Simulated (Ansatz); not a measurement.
Basis-set series for BH3N (`B[NH]`) radical. The species carries charge 0 and has multiplicity 2. The geometry is a stationary point of PBE0-D4/def2-TZVP.

```csv
functional,basis,functions,energy (Eh),HOMO (eV),LUMO (eV)
PBE0-D4,def2-SVP,43,-81.18475,-7.73,-2.91
PBE0-D4,def2-TZVPP,104,-81.27802,-7.87,-3.10
ωB97M-V,def2-SVP,43,-81.23946,-9.83,-0.79
ωB97M-V,def2-TZVPP,104,-81.33784,-10.01,-1.05
```

Give the rows for def2-QZVPP. (Best estimate.)

The calculation gave: 
| functional | basis | functions | energy (Eh) | HOMO (eV) | LUMO (eV) |
| --- | --- | --- | --- | --- | --- |
| PBE0-D4 | def2-QZVPP | 204 | -81.28319 | -7.89 | -3.14 |
| ωB97M-V | def2-QZVPP | 204 | -81.34269 | -10.03 | -1.11 |

HOMO and LUMO are taken over both spins.

Program: Ansatz 0.2.0.
